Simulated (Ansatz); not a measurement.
C3H3F can be A, `FC1C=C1`, or B, `C=C=CF`.

Computed with Ansatz on PBE0-D4/def2-TZVP structures; ΔE is electronic, products minus reactants. CCSD(T)/CBS adds triple-zeta CCSD(T) − MP2 to the extrapolated MP2 energy (def2 sets, frozen cores). Functionals use def2-TZVPP. B3LYP here is the variant with VWN-RPA as its local correlation; programs differ in this.

A:

Z-matrix (Å, degrees):
```
C
C 1 1.459
C 1 1.459 2 52.9
F 1 1.387 2 118.4 3 105.6
H 1 1.087 2 124.9 3 -110.3
H 2 1.077 1 147.0 3 -177.4
H 3 1.077 1 147.0 2 177.4
```

B:

```xyz
7

C    -0.8937   -0.8680    0.4625
C    -0.0248   -0.0139    0.0123
C     0.8148    0.8754   -0.4260
F     2.0015    0.5467   -0.9630
H    -0.8784   -1.1985    1.4972
H    -1.6617   -1.2865   -0.1818
H     0.6423    1.9448   -0.4012
```

Which is lower in electronic energy at CCSD(T)/CBS, and by how much? (An estimate is asked.)

Computed: B, by 9.6 kcal/mol.

Give E(B) − E(A) in kcal/mol with B3LYP, BLYP-D4, MP2/def2-TZVPP, PBE0-D4, PBE-D4, HF/def2-TZVPP, B3LYP-D4. (Best estimate.)

The calculation gave: B3LYP -13.4, BLYP-D4 -15.6, MP2/def2-TZVPP -6.7, PBE0-D4 -8.1, PBE-D4 -10.4, HF/def2-TZVPP -11.5, B3LYP-D4 -13.3. None reverses the order clearly.

Does the order hold for the free energy at 298.15 K (harmonic terms from PBE0-D4)? (An estimate is asked.)

Ansatz gave: Yes: G(B) − G(A) = -10.2 kcal/mol.

Largest T1 diagnostic: 0.013.

From BLYP to BHLYP (50 % exact exchange), in def2-TZVPP and without D4, E(B) − E(A) moves by +4.6 kcal/mol. Leaving LDA and LC-ωPBE aside and taking each functional with its dispersion term where it has one, the values, not all of them listed here, spread over 9.4 kcal/mol, from BLYP-D4 to PBE-QIDH. LDA lies +2.6 kcal/mol from PBE without D4.
